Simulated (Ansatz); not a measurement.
fcc Cu, treated with r²SCAN (PAW; Ansatz, a quantum-chemistry and plane-wave program).

Run with plane-wave cutoff 500 eV, 24×24×1 k mesh (along the axes of the cell as run), Fermi–Dirac smearing 0.1 eV, scalar-relativistic PAW data made under PBE.

**Question.** Give the computed surface energy of the (111) face and work function of the (111) face.

**Answer.** 
- surface energy of the (111) face: 1.58 J/m²
- work function of the (111) face: 4.85 eV

The slab of 6 atoms is relaxed and unreconstructed.

The result took roughly 4 core-minutes.
